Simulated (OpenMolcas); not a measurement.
A ladder of methods for BOF (fluoro(oxo)borane)

The species is BOF (3 atoms), meant as a singlet with charge 0. SMILES: `O=BF`. The shape is that of a PBE0-D4/def2-TZVP optimisation.

```xyz
3

O     0.9831   -0.5651    0.4799
B     0.0203   -0.0116    0.0099
F    -1.0034    0.5768   -0.4898
```

Quantity: the energy change with the B2–F3 bond stretched from 1.282 to 2.244 Å, in eV. The values are calculated.

| level | kind | program | value (eV) | less FCI/STO-3G | CPU time (all runs) |
| --- | --- | --- | --- | --- | --- |
| HF/STO-3G (restricted) | Hartree–Fock | OpenMolcas | 7.54 | +3.03 | 3.1 s |
| SVWN5/STO-3G (restricted) | LDA | OpenMolcas | 6.37 | +1.86 | 7 s |
| PBE/STO-3G (restricted) | GGA | OpenMolcas | 5.81 | +1.30 | 7.6 s |
| r2SCAN/STO-3G (restricted) | meta-GGA | OpenMolcas | 6.11 | +1.60 | 9.1 s |
| M06-2X/STO-3G (restricted) | hybrid meta-GGA | OpenMolcas | 6.61 | +2.10 | 8.6 s |
| B2PLYP/STO-3G (restricted) | double hybrid | OpenMolcas | 6.06 | +1.55 | 7 s |
| MP2/STO-3G (restricted) | perturbation theory | OpenMolcas | 5.96 | +1.45 | 3.5 s |
| CISD/STO-3G (restricted) | coupled cluster or CI | OpenMolcas | 5.12 | +0.61 | 3.7 s |
| FCI/STO-3G | exact in the basis | OpenMolcas | 4.51 | 0.00 | 63 s |

FCI/STO-3G is exact within its basis and frozen core, so for wave-function methods in that basis the difference is their error; functionals converge differently with the basis, so for them it is only a difference. A spin-restricted reference rises too steeply as a bond breaks; here HF/STO-3G, SVWN5/STO-3G, PBE/STO-3G, r2SCAN/STO-3G, M06-2X/STO-3G, B2PLYP/STO-3G, MP2/STO-3G, CISD/STO-3G lie well above the multireference or unrestricted value. The first shape isn't each level's own minimum. The values span 4.51 to 7.54 eV. All rows use very small basis sets, so none should be taken for the real molecule's value. CPU times are rough (shared hosts, several kinds of processor and program).
